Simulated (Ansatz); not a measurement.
A made-up structure of Si2H3S, doublet:

```
atom    x (Å)    y (Å)    z (Å)
 Si1  -0.5142   0.1185  -0.7515
 Si2   0.5342  -0.2082   0.7156
  S3   1.0067   1.3770   1.6607
  H4  -0.9129  -1.0910  -1.4340
  H5  -0.9408   1.5662  -1.0381
  H6   0.8270  -1.7625   0.8473
```

It is relaxed with PBE-D4/def2-SVP and then PBE0-D4/def2-TZVP (Ansatz 0.2.0). Atoms count as bonded within 1.22 times the sum of their covalent radii (H–H: 0.88 Å). The end point is not checked to be a true minimum.

Q: Does its bonding change? (A judgement: the text doesn't fix the answer.)

A: The calculation gives: No: no bond forms or breaks.

Where it ends: The first stage lowers the energy by 2.52 eV in 8 steps. It ends as Si₂H₃S ([SiH2][SiH][S]):
```tsv
atom	x (Å)	y (Å)	z (Å)
Si1	-0.6332	0.1115	-0.9296
Si2	0.6544	-0.1938	0.8875
S3	1.2761	1.2727	2.0221
H4	-1.1520	-1.0088	-1.7486
H5	-1.1236	1.4515	-1.3136
H6	0.9783	-1.6331	1.0822
```

Labels in which every atom is bracketed show which atoms are joined, not bond orders.

For scale, one of the runs: PBE0-D4/def2-TZVP relaxation, 129 basis functions, launched by `ansatz run in.yaml --threads 2 --pin off --events-out ev --progress --plain --max-ram 4352MiB`. The run took about 49 s on 2 CPU threads of an Arm Neoverse V1 (shared host).
